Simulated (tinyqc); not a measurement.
Inside a calculation. Method: UHF in the sto-3g basis, for HF, spin multiplicity 1. This run ends on a higher stationary point, not on the lowest solution. Computed by tinyqc, a small Python program that keeps every step (integrals from PySCF). Settings: charge = 0, multiplicity = 1, basis = sto-3g, energy threshold = 1e-08, iteration cap = 68, orthogonalisation = symmetric, start = core, DIIS depth = 0, method = UHF, break = 0.2. Command: `OMP_NUM_THREADS=1 python tinyqc.py 26849 26850 out.jsonl` (the two numbers bound the seeds that draw the settings). One thread of a shared host (Intel(R) Xeon(R) Processor @ 2.60GHz), about 0.1 s of CPU time with the checks.

Geometry (angstrom):
```
atom        x        y        z
F     0.00000  0.00000  0.00000
H     0.00000  0.00000  1.68000
```

Stop when the energy changes by less than 1e-08 hartree and every element of the error matrix X^T (F D S - S D F) X (for each spin) is below 3e-05.

Course of the cycle:
```
iteration  E (hartree)     change  largest element of the error matrix
1          -97.9356788          -                             1.04e-01
2          -98.1641102  -2.28e-01                             1.35e-01
3          -98.2818308  -1.18e-01                             1.12e-01
4          -98.3258743  -4.40e-02                             4.04e-02
5          -98.3365601  -1.07e-02                             2.92e-02
6          -98.3411545  -4.59e-03                             1.54e-02
7          -98.3434392  -2.28e-03                             1.12e-02
8          -98.3449585  -1.52e-03                             9.23e-03
9          -98.3460072  -1.05e-03                             7.88e-03
10         -98.3467825  -7.75e-04                             6.76e-03
11         -98.3473685  -5.86e-04                             5.94e-03
12         -98.3478245  -4.56e-04                             5.25e-03
13         -98.3481859  -3.61e-04                             4.71e-03
14         -98.3484777  -2.92e-04                             4.28e-03
...                ...        ...                                  ...
55         -98.3503144  -8.12e-06                             1.07e-03
56         -98.3503294  -1.49e-05                             1.77e-03
57         -98.3503639  -3.46e-05                             2.94e-03
58         -98.3504536  -8.97e-05                             4.90e-03
59         -98.3506974  -2.44e-04                             8.15e-03
60         -98.3513680  -6.71e-04                             1.35e-02
61         -98.3531997  -1.83e-03                             2.23e-02
62         -98.3580461  -4.85e-03                             3.58e-02
63         -98.3697940  -1.17e-02                             5.38e-02
64         -98.3929618  -2.32e-02                             6.98e-02
65         -98.4237980  -3.08e-02                             7.00e-02
66         -98.4474959  -2.37e-02                             5.19e-02
67         -98.4581151  -1.06e-02                             3.04e-02
68         -98.4613655  -3.25e-03                             1.56e-02
```

Can the last value be used, and what does the course show?

Not by the stop rule. Not converged within the cap of 68 iterations: the residual wanders without falling. Reruns (cap 100 unless said): DIIS 8: converged in 17 to a higher stationary point; damping 0.5: not converged; level shift 0.5: not converged; atomic densities as start, DIIS 8: converged in 7 to a higher stationary point; the original settings with a cap of 400: converged in 185. PySCF UHF in the same basis, after a stability check = -98.4624355 hartree.
